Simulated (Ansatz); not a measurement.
## Structure relaxation of Sc3Ru

Level of theory: DFT PBE, scalar-relativistic, plane waves, PAW (Ansatz 0.2.0). Cutoff 420 eV, Γ-centred k mesh, Gaussian smearing, no spin polarisation in the final step.

Sc3Ru was placed on the Cu3Au (L1_2) structure type (Pm-3m, No. 221), with Ru in place of Au, Sc in place of Cu, at a guessed volume.

```xyz
4
Lattice="4.1072 0.0000 0.0000 0.0000 4.1072 0.0000 0.0000 0.0000 4.1072" Properties=species:S:1:pos:R:3 pbc="T T T"
Sc    0.0000    2.0536    2.0536
Sc    2.0536    0.0000    2.0536
Sc    2.0536    2.0536    0.0000
Ru    0.0000    0.0000    0.0000
```

Steps on the 4×4×4 mesh (4 atoms). 4 of 4 steps are shown, and the free energy counts from the last. Trial steps that were taken back and renewals of the plane-wave basis can be among the rows.

```csv
step,ΔF (meV/atom),V (Å³/atom),P (GPa)
1,104.0,17.32,14.97
2,1.2,20.01,-0.96
3,0.5,19.83,-0.16
4,0.0,19.83,-0.16
```

A final relaxation ran on a 12×12×12 mesh. The relaxed crystal, Pm-3m (No. 221):

```
Sc Ru
1.0
     4.29853    0.00000    0.00000
     0.00000    4.29853    0.00000
     0.00000    0.00000    4.29853
Sc Ru
3 1
Direct
  0.00000 0.50000 0.50000
  0.50000 0.00000 0.50000
  0.50000 0.50000 0.00000
  0.00000 0.00000 0.00000
```

```json
{
 "Volume per atom": "19.86 Å³",
 "Density": "4.93 g/cm³",
 "Energy over the elements": "-0.10 eV/atom",
 "Gap on the 12×12×12 mesh": "0 eV (a metal)"
}
```

Energies over the elements count from the elements' standard structures at the same level, with no empirical corrections.

The final run used a 12×12×12 mesh on its 4-atom cell and 0.10 eV smearing. The k mesh leaves about 4 meV/atom of noise in metals.

A structure relaxed within its symmetry needn't be a true minimum.

Cost: 3 runs of about 0.25 core-minutes in all, on AMD EPYC 9B45 (Zen 5) (shared hosts).